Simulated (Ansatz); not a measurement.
Energy needed to pull apart CH3ClSi (SMILES [SiH2]=CCl), singlet, into free ground-state atoms, from the structure below (at a frame of a short PBE0-D4/def2-SVP trajectory); no zero-point or spin–orbit terms; open-shell atoms are treated unrestricted, in their ground-state multiplicity.

```xyz
6
angstrom
Si -0.5294 0.1296 -0.6744
C 0.5558 0.0089 0.6462
Cl 0.7544 -1.3939 1.6140
H -1.4125 -0.9487 -1.0132
H -0.5308 1.4247 -1.3849
H 1.2125 0.8139 0.8846
```

Program: Ansatz 0.2.0. Basis: def2-TZVPP. Cores are frozen in the correlated methods.

| method | atomization energy (kcal/mol) |
| --- | --- |
| PBE-D4 | ? |
| r2SCAN-D4 | 438.3 |
| PBE0-D4 | 436.0 |
| wB97M-V | 436.7 |
| HF | 305.3 |
| MP2 | 428.9 |
| CCSD | ? |
| CCSD(T) | 422.8 |

Question: What does CCSD give? (To be estimated.)

Answer: Computed: 413.7 kcal/mol, which is about 9.0 kcal/mol less than CCSD(T)/def2-TZVPP.

Question: What does PBE-D4 give? (An estimate is asked for; the value comes from the calculation.)

Answer: The calculation gives: 445.0 kcal/mol, which is about 22.2 kcal/mol more than CCSD(T)/def2-TZVPP.

In triple zeta the MP2 and coupled-cluster atomization energies are still short of their basis limit by a few kcal/mol a bond, whereas those of the functionals are nearly converged, so these differences are not deviations from converged CCSD(T).

T1 diagnostic: at most 0.015. The restricted Hartree–Fock reference is unstable towards an unrestricted one here.

For scale, one of the runs: CCSD(T)/def2-TZVPP forces, 157 basis functions, launched by `ansatz run in.yaml --threads 2 --pin off --events-out ev --progress --plain --max-ram 3481MiB`. Hardware: 2 CPU threads of an Intel Xeon, shared host. Wall time 4.1 min; peak host memory 1.8 GiB.
